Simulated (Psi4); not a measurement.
# SiHClF (SMILES F[SiH]Cl) at UBP86/3ZaPa-NR (density fitting, sweep point 2)

Aim: the vertical doublet–quartet gap of SiHClF at UBP86/3ZaPa-NR (density fitting, sweep point 2), from 2 runs. The job is set up through a Python script.

Program for the calculation: Psi4 1.11.

**1. Starting point**

SiHClF has 4 atoms, charge 0, and is taken as a doublet. As SMILES, `F[SiH]Cl`. Geometry: relaxed at GFN2-xTB.

Bond lengths: F1–Si2 1.620 Å, Si2–Cl3 2.009 Å, Si2–H4 1.445 Å. Angles: F1–Si2–Cl3 105.9°, F1–Si2–H4 102.9°, Cl3–Si2–H4 115.7°.

**2. A single-point energy at UBP86/3ZaPa-NR (density fitting, sweep point 2)**

clfhsi.py

```python
import psi4

psi4.set_memory('1600 MB')
psi4.set_num_threads(1)
psi4.set_output_file('psi4.out', False)

molecule = psi4.geometry("""
0 2
F     -1.87640356    -0.64687215     2.00783401
Si    -0.38718599    -0.42180577    -0.65656644
Cl     3.27419618    -1.03299989     0.14261763
H     -1.01060663     2.10167781    -1.49388519
units au
symmetry c1
""")

psi4.set_options(dict(reference='uks', puream=True, scf_type='df', dft_radial_points=99, dft_spherical_points=590, maxiter=150))

energy_value = psi4.energy('bp86/3ZaPa-NR', molecule=molecule)
print(f'bp86/3ZaPa-NR energy: {energy_value:.10f} Eh')
```

Launch:

```
$ python clfhsi.py
```

psi4.out (excerpt; [...] marks lines left out):

```text
[...]
  Running in c1 symmetry.
[...]
  Nuclear repulsion =  141.879665284982593
[...]
  Multiplicity = 2
[...]
  Nalpha       = 21
  Nbeta        = 20
[...]
    Number of basis functions: 153
[...]
   @DF-UKS iter   1:  -850.23737095096976   -1.37043e-01   3.57669e-03 ADIIS/DIIS
[...]
   @DF-UKS iter   9:  -850.34854605396333   -3.53521e-09   6.94937e-07 DIIS
[...]
   @S^2 Observed:                7.517144562E-01
[...]
    Orbital Energies [Eh]
    ---------------------
    Alpha Occupied:
       1A   -100.774000     2A    -65.559675     3A    -24.286903
       4A     -9.211691     5A     -7.033306     6A     -7.028026
       7A     -7.027547     8A     -5.134754     9A     -3.548438
      10A     -3.547432    11A     -3.544628    12A     -1.100440
      13A     -0.786612    14A     -0.514650    15A     -0.424279
      16A     -0.415712    17A     -0.400055    18A     -0.354608
      19A     -0.329433    20A     -0.320261    21A     -0.208468
    Alpha Virtual:
      22A     -0.047805    23A     -0.030040    24A     -0.009360
      25A      0.019852    26A      0.029031    27A      0.033995
[...]
  @DF-UKS Final Energy:  -850.34854605396333
   => Energetics <=
    Nuclear Repulsion Energy =            141.8796652849825932
    One-Electron Energy =               -1458.9407198562066696
    Two-Electron Energy =                 526.7983791222311538
    DFT Exchange-Correlation Energy =     -60.0858706049704381
    Empirical Dispersion Energy =           0.0000000000000000
    VV10 Nonlocal Energy =                  0.0000000000000000
    Total Energy =                       -850.3485460539633323
[...]
 Multipole Moments:
 ------------------------------------------------------------------------------------
     Multipole            Electronic (a.u.)      Nuclear  (a.u.)        Total (a.u.)
 ------------------------------------------------------------------------------------
 L = 1.  Multiply by 2.5417464519 to convert [e a0] to [Debye]
 Dipole X            :          0.7751239           -0.7707794            0.0043445
 Dipole Y            :         -1.3701388            1.5277147            0.1575759
 Dipole Z            :          1.2327623           -1.6866096           -0.4538473
 Magnitude           :                                                    0.4804439
[...]
```

Standard output:

```text
bp86/3ZaPa-NR energy: -850.3485460540 Eh
```

It took 16 s on 1 thread of Intel Xeon 6975P-C (Granite Rapids), shared host; peak memory 1.2 GiB.

**3. The quartet, same level**

job.py

```python
import psi4

psi4.set_memory(1600000000)
psi4.set_num_threads(1)
psi4.set_output_file('output.dat', False)

mol = psi4.geometry("""
0 4
F     -1.87640356    -0.64687215     2.00783401
Si    -0.38718599    -0.42180577    -0.65656644
Cl     3.27419618    -1.03299989     0.14261763
H     -1.01060663     2.10167781    -1.49388519
units au
symmetry c1
""")

options = {'basis': '3ZaPa-NR', 'reference': 'uks', 'puream': True, 'scf_type': 'df', 'dft_radial_points': 99, 'dft_spherical_points': 590, 'maxiter': 150}
psi4.set_options(options)

result, w = psi4.energy("bp86", molecule=mol, return_wfn=True)
print(f'total energy {result:.8f} hartree = {result * 27.211386:.5f} eV')
for k, v in sorted(psi4.core.scalar_variables().items()):
    print(f'{k:45s} {v:18.10f}')
```

Launch:

```
$ python job.py
```

output.dat (excerpt; [...] marks lines left out):

```text
[...]
  Running in c1 symmetry.
[...]
  Nuclear repulsion =  141.879665284982593
[...]
  Multiplicity = 4
[...]
  Nalpha       = 22
  Nbeta        = 19
[...]
    Number of basis functions: 153
[...]
   @DF-UKS iter   1:  -849.85212169064846    2.48206e-01   4.12382e-03 ADIIS/DIIS
[...]
   @DF-UKS iter  14:  -850.07358570756878   -3.28876e-07   4.95549e-07 DIIS
[...]
   @S^2 Observed:                3.753107967E+00
[...]
    Orbital Energies [Eh]
    ---------------------
    Alpha Occupied:
       1A   -100.854099     2A    -65.557752     3A    -24.308890
       4A     -9.288738     5A     -7.115116     6A     -7.105996
       7A     -7.101898     8A     -5.134486     9A     -3.548624
      10A     -3.547339    11A     -3.544160    12A     -1.120224
      13A     -0.854706    14A     -0.547045    15A     -0.459756
      16A     -0.450529    17A     -0.419101    18A     -0.398850
      19A     -0.390422    20A     -0.375411    21A     -0.219545
      22A     -0.076783
    Alpha Virtual:
      23A     -0.052746    24A     -0.022840    25A      0.003545
[...]
  @DF-UKS Final Energy:  -850.07358570756878
   => Energetics <=
    Nuclear Repulsion Energy =            141.8796652849825932
    One-Electron Energy =               -1457.3490252927699657
    Two-Electron Energy =                 525.4086824256369255
    DFT Exchange-Correlation Energy =     -60.0129081254182850
    Empirical Dispersion Energy =           0.0000000000000000
    VV10 Nonlocal Energy =                  0.0000000000000000
    Total Energy =                       -850.0735857075687818
[...]
 Multipole Moments:
 ------------------------------------------------------------------------------------
     Multipole            Electronic (a.u.)      Nuclear  (a.u.)        Total (a.u.)
 ------------------------------------------------------------------------------------
 L = 1.  Multiply by 2.5417464519 to convert [e a0] to [Debye]
 Dipole X            :          1.6364705           -0.7707794            0.8656911
 Dipole Y            :         -1.4723345            1.5277147            0.0553802
 Dipole Z            :          1.8147472           -1.6866096            0.1281377
 Magnitude           :                                                    0.8768736
[...]
```

On the terminal:

```text
total energy -850.07358571 hartree = -23131.68047 eV
CURRENT ENERGY                                   -850.0735857076
CURRENT REFERENCE ENERGY                         -850.0735857076
DD SOLVATION ENERGY                                 0.0000000000
DFT FUNCTIONAL TOTAL ENERGY                      -850.0735857076
DFT TOTAL ENERGY                                 -850.0735857076
DFT VV10 ENERGY                                     0.0000000000
DFT XC ENERGY                                     -60.0129081254
GRID ELECTRONS ALPHA                               22.0000007693
GRID ELECTRONS BETA                                18.9999993937
GRID ELECTRONS TOTAL                               41.0000001630
NUCLEAR REPULSION ENERGY                          141.8796652850
ONE-ELECTRON ENERGY                             -1457.3490252928
PCM POLARIZATION ENERGY                             0.0000000000
PE ENERGY                                           0.0000000000
SCF ITERATION ENERGY                             -850.0735857076
SCF ITERATIONS                                     14.0000000000
SCF TOTAL ENERGY                                 -850.0735857076
TWO-ELECTRON ENERGY                               525.4086824256
XC GRID RADIAL POINTS                              99.0000000000
XC GRID SPHERICAL POINTS                          590.0000000000
XC GRID TOTAL POINTS                           227717.0000000000
```

Run time: 20 s. Hardware: 1 thread of Intel Xeon 6975P-C (Granite Rapids), shared host; peak memory 1.2 GiB.

**4. What came out**

At UBP86/3ZaPa-NR (density fitting, sweep point 2):

| quantity | value |
| --- | --- |
| doublet: total energy | -850.34855 Eh |
| doublet: dipole moment | 1.22 D |
| doublet: HOMO energy (highest over α and β) | -5.67 eV |
| doublet: LUMO energy (lowest over α and β) | -3.92 eV |
| doublet: ⟨S²⟩ | 0.752 |
| quartet: total energy | -850.07359 Eh |
| quartet: dipole moment | 2.23 D |
| quartet: HOMO energy (highest over α and β) | -2.09 eV |
| quartet: ⟨S²⟩ | 3.753 |
| vertical energy of the quartet above the doublet | 7.482 eV |

At this shape the quartet lies 7.48 eV (173 kcal/mol) above the doublet.
